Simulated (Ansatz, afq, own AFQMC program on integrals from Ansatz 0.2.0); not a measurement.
AFQMC on a folder of integrals that Ansatz 0.2.0 wrote.

```yaml
crystal:
  periodic: [false, false, false]
  atoms:
    - {symbol: Si, position_ang: [-2.458648, 0.000000, 0.000000]}
    - {symbol: H, position_ang: [-2.953520, 1.399708, 0.000001]}
    - {symbol: H, position_ang: [-2.953520, -0.699854, 1.212183]}
    - {symbol: H, position_ang: [-2.953520, -0.699854, -1.212182]}
    - {symbol: H, position_ang: [-0.707648, 0.000000, 0.000000]}
    - {symbol: Ge, position_ang: [1.021352, 0.000000, 0.000000]}
    - {symbol: H, position_ang: [1.490020, -1.465915, 0.000000]}
    - {symbol: H, position_ang: [1.490020, 0.732958, -1.269520]}
    - {symbol: H, position_ang: [1.490020, 0.732958, 1.269519]}
basis:
  gaussian: {orbitals: cc-pVDZ}
magnetization: {spin_polarized: true, initial_magnetization: 1}
correlation: {method: ccsd_t, electrons: outside_noble_gas, hamiltonian_folder: ham}
```

```sh
$ ansatz run in.yaml --threads 1 --pin off --events-out ev --progress --plain --max-ram 24576MiB --backend cuda --devices 0, --max-vram 18GiB
```

afq runs on the folder ham with

```
--method phaseless --trial hf --walkers 4000 --populations 20 --least-time 40 --time-step 0.005 --steps-per-block 20 --equilibration-blocks 112 --max-blocks 4000 --target-error 0.00115 --factor-cut 1e-05 --start spin_pure --seed 8272 --taylor-order 6
```

Times are imaginary, in 1/Eh. The walk had a cap of 66 s. With eight or more populations the least sampling time is a fifth of least-time, and the error comes from their spread. Filled inner d shells are frozen with the cores.

Log:

```
orbitals 61  electrons 8 7  factors 489 of 808
reference energy -2368.23857725 Eh
CCSD correlation -0.27582169 Eh in 11 cycles, weight of the determinant in the CISD state 0.8540
energy of the start -2368.239102 Eh
 block  time / (1/Eh)  mean weight  energy / Eh
     1     0.100  1.0010  -2368.289234
     2     0.200  1.0014  -2368.328725
     3     0.300  1.0013  -2368.360157
     4     0.400  1.0016  -2368.385289
     5     0.500  1.0014  -2368.405830
     8     0.800  1.0010  -2368.450593
    13     1.300  1.0003  -2368.486072
    25     2.500  1.0001  -2368.511303
    37     3.700  0.9996  -2368.517919
    49     4.900  1.0000  -2368.520999
    61     6.100  1.0002  -2368.523692
    73     7.300  1.0004  -2368.523601
    85     8.500  1.0002  -2368.521535
    97     9.700  0.9998  -2368.520142
   109    10.900  1.0003  -2368.521327
   121    12.100  1.0002  -2368.523179
   133    13.300  1.0000  -2368.522235
   141    14.100  1.0002  -2368.531831
   145    14.500  1.0001  -2368.522830
   157    15.700  1.0000  -2368.523452
   169    16.900  0.9999  -2368.521982
   181    18.100  1.0000  -2368.521490
   189    18.900  1.0001  -2368.517377
error from the spread of 20 populations
energy -2368.522132 +/- 0.001077 Eh
(rows thinned)
```

The run passed its tests (sampling time, drift between the halves within three errors, error under three times the target), which doesn't prove that it has relaxed, ending at its cap on processor time.

Against this walk (error 29.3 meV) on the same determinant: CCSD(T) 48.5 meV higher (within the noise), CCSDT(Q) 6.4 meV higher (within the noise). The error is statistical and leaves out the bias of the constraint.

Cautions: constraint bias not in the error; no relativity below Rb; no spin-orbit coupling; inner d shell frozen; the sampling time fell short of the least asked.

The walk took 66 s on 1 × NVIDIA H100 80GB HBM3 with 2 threads of AMD EPYC 7R13 Processor (Zen 3) (shared host) (the card was shared). The log's last line is the phaseless energy.

CCSDT and higher add their correlation energy to the determinant of the CCSD(T) run, since their own runs factorise the integrals more tightly (a shift of under 2 meV). A walk keeps the symmetry of its determinant, which the program's search chose and which needn't be the lowest solution, so a lower state of the same spin and another symmetry isn't excluded.
